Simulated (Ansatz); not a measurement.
Input for Ansatz (development build ahead of 0.2.0):

```yaml
crystal:
  periodic: [false, false, false]
  atoms:
    - { symbol: F, position_ang: [0.0, 0.0, -1.23537] }
    - { symbol: H, position_ang: [0.0, 0.0, 0.0] }
    - { symbol: F, position_ang: [0.0, 0.0, 1.23537] }
basis:
  gaussian: { orbitals: def2-TZVP }
total_charge: -1
hamiltonian:
  xc: hf
```

The input is written out in the form of the current development build from the run's settings.

The run gave:

* Converged: yes
* Total energy: -199.56774 hartree
* Spin squared of the determinant: 0.000

Caution: stretched shape with no unrestricted run beside it, a lower state can exist; no diffuse functions for an anion.
